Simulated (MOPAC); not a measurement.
A run for MOPAC: PM6 on CH7B (a complex).

```
PM6 1SCF PRECISE CHARGE=0 THREADS=1
CH7B

C      0.00346000 1     0.00000000 1     1.38045208 1
H      0.84849635 1     0.00000000 1     0.68958651 1
H      0.39513333 1     0.00000000 1     2.39584935 1
H     -0.60268447 1    -0.88994299 1     1.22482674 1
H     -0.60268447 1     0.88994299 1     1.22482674 1
B     -0.00555317 1     0.00000000 1    -1.59887976 1
H      0.58455128 1    -1.03051800 1    -1.67949525 1
H      0.58455128 1     1.03051800 1    -1.67949525 1
H     -1.18903148 1     0.00000000 1    -1.47677217 1
```

The log:

```
*******************************************************************************
 **                                                                           **
 **                              MOPAC v23.2.5                                **
 **                                                                           **
 *******************************************************************************
 ** MOPAC's Digital Object Identifier: https://doi.org/10.5281/zenodo.6511958 **
 **                                                                           **
 ** Please cite the open-source release paper for use of this MOPAC version:  **
 ** J. E. Moussa and J. J. P. Stewart (2026)                                  **
 ** MOPAC: An open-source semiempirical molecular orbital program             **
 ** J. Open Source Softw., 11(119), 8025, https://doi.org/10.21105/joss.08025 **
 *******************************************************************************

                              PM6 CALCULATION RESULTS

 *******************************************************************************
 *  PM6        - The PM6 Hamiltonian to be used
 *
 *
 *
 *                 CHARGE ON SYSTEM = 0
 *
 *
 *
 *  PRECISE    - TIGHTER CRITERIA TO BE USED
 *  1SCF       - DO 1 SCF AND THEN STOP
 *  THREADS=1  - MULTI-THREADING NOT USED
 *  T=         - A TIME OF 172800.0 SECONDS REQUESTED
 *  DUMP=N     - RESTART FILE WRITTEN EVERY 7200.0 SECONDS REQUESTED
 *******************************************************************************
PM6 1SCF PRECISE CHARGE=0 THREADS=1
 CH7B

   ATOM   CHEMICAL          X               Y               Z
  NUMBER   SYMBOL      (ANGSTROMS)     (ANGSTROMS)     (ANGSTROMS)

     1       C          0.00346000  *   0.00000000  *   1.38045208  *
     2       H          0.84849635  *   0.00000000  *   0.68958651  *
     3       H          0.39513333  *   0.00000000  *   2.39584935  *
     4       H         -0.60268447  *  -0.88994299  *   1.22482674  *
     5       H         -0.60268447  *   0.88994299  *   1.22482674  *
     6       B         -0.00555317  *   0.00000000  *  -1.59887976  *
     7       H          0.58455128  *  -1.03051800  *  -1.67949525  *
     8       H          0.58455128  *   1.03051800  *  -1.67949525  *
     9       H         -1.18903148  *   0.00000000  *  -1.47677217  *



          CARTESIAN COORDINATES

    NO.       ATOM           X           Y           Z

     1         C          0.0035      0.0000      1.3805
     2         H          0.8485      0.0000      0.6896
     3         H          0.3951      0.0000      2.3958
     4         H         -0.6027     -0.8899      1.2248
     5         H         -0.6027      0.8899      1.2248
     6         B         -0.0056      0.0000     -1.5989
     7         H          0.5846     -1.0305     -1.6795
     8         H          0.5846      1.0305     -1.6795
     9         H         -1.1890      0.0000     -1.4768

 General Reference for PM6:
 "Optimization of Parameters for Semiempirical Methods V: Modification of NDDO Approximations
 and Application to 70 Elements", J. J. P. Stewart, J. Mol. Mod., 13, 1173-1213 (2007)
 URL: https://link.springer.com/article/10.1007/s00894-007-0233-4

           Empirical Formula: C H7 B  =     9 atoms



      MOLECULAR POINT GROUP   :   Cs


      RHF CALCULATION, NO. OF DOUBLY OCCUPIED LEVELS = 7


 -------------------------------------------------------------------------------
 PM6 1SCF PRECISE CHARGE=0 THREADS=1
 CH7B



     1SCF WAS SPECIFIED, SO BFGS WAS NOT USED
     SCF FIELD WAS ACHIEVED


                              PM6 CALCULATION
                                                       MOPAC v23.2.5 Linux




          FINAL HEAT OF FORMATION =         19.51889 KCAL/MOL =      81.66705 KJ/MOL


          COSMO AREA              =         94.83 SQUARE ANGSTROMS
          COSMO VOLUME            =         76.06 CUBIC ANGSTROMS

          IONIZATION POTENTIAL    =         11.640425 EV
          HOMO LUMO ENERGIES (EV) =        -11.640 -0.214
          NO. OF FILLED LEVELS    =          7
          MOLECULAR WEIGHT        =         29.8763         POINT GROUP:  Cs

          MOLECULAR DIMENSIONS (Angstroms)

            Atom       Atom       Distance
            H     7    H     3     4.20788
            H     8    H     4     2.79144
            H     9    H     2     2.16954


          SCF CALCULATIONS        =          1





   ATOM   CHEMICAL          X               Y               Z
  NUMBER   SYMBOL      (ANGSTROMS)     (ANGSTROMS)     (ANGSTROMS)

     1       C          0.00346000  *   0.00000000  *   1.38045208  *
     2       H          0.84849635  *   0.00000000  *   0.68958651  *
     3       H          0.39513333  *   0.00000000  *   2.39584935  *
     4       H         -0.60268447  *  -0.88994299  *   1.22482674  *
     5       H         -0.60268447  *   0.88994299  *   1.22482674  *
     6       B         -0.00555317  *   0.00000000  *  -1.59887976  *
     7       H          0.58455128  *  -1.03051800  *  -1.67949525  *
     8       H          0.58455128  *   1.03051800  *  -1.67949525  *
     9       H         -1.18903148  *   0.00000000  *  -1.47677217  *

                             CARTESIAN COORDINATES

   1    C        0.003460000     0.000000000     1.380452080
   2    H        0.848496350     0.000000000     0.689586510
   3    H        0.395133330     0.000000000     2.395849350
   4    H       -0.602684470    -0.889942990     1.224826740
   5    H       -0.602684470     0.889942990     1.224826740
   6    B       -0.005553170     0.000000000    -1.598879760
   7    H        0.584551280    -1.030518000    -1.679495250
   8    H        0.584551280     1.030518000    -1.679495250
   9    H       -1.189031480     0.000000000    -1.476772170


           Empirical Formula: C H7 B  =     9 atoms



      MOLECULAR POINT GROUP   :   Cs


                  EIGENVALUES
 -25.36194 -17.66873 -13.91553 -13.85728 -13.75450 -11.66206 -11.64043  -0.21369
   3.39868   5.72940   5.83387   5.83472   5.91016   5.92400   7.03239


              NET ATOMIC CHARGES AND DIPOLE CONTRIBUTIONS

  ATOM NO.   TYPE          CHARGE      No. of ELECS.   s-Pop       p-Pop
    1          C          -0.659273        4.6593     1.07948     3.57980
    2          H           0.162826        0.8372     0.83717
    3          H           0.170040        0.8300     0.82996
    4          H           0.168334        0.8317     0.83167
    5          H           0.168334        0.8317     0.83167
    6          B          -0.060159        3.0602     1.18176     1.87840
    7          H           0.016059        0.9839     0.98394
    8          H           0.016059        0.9839     0.98394
    9          H           0.017781        0.9822     0.98222
 DIPOLE           X         Y         Z       TOTAL
 POINT-CHG.    -0.009     0.000     0.182     0.182
 HYBRID         0.030    -0.000     0.057     0.064
 SUM            0.021     0.000     0.239     0.240


          ATOMIC ORBITAL ELECTRON POPULATIONS

     Atom    s        px        py        pz
    1  C   1.07948   1.18864   1.19583   1.19533
    2  H   0.83717
    3  H   0.82996
    4  H   0.83167
    5  H   0.83167
    6  B   1.18176   0.92298   0.93250   0.02292
    7  H   0.98394
    8  H   0.98394
    9  H   0.98222

 **********************
 *                    *
 * JOB ENDED NORMALLY *
 *                    *
 **********************




 == MOPAC DONE ==
```

The run finished.

Cost: around 0.020 core-seconds (rough).
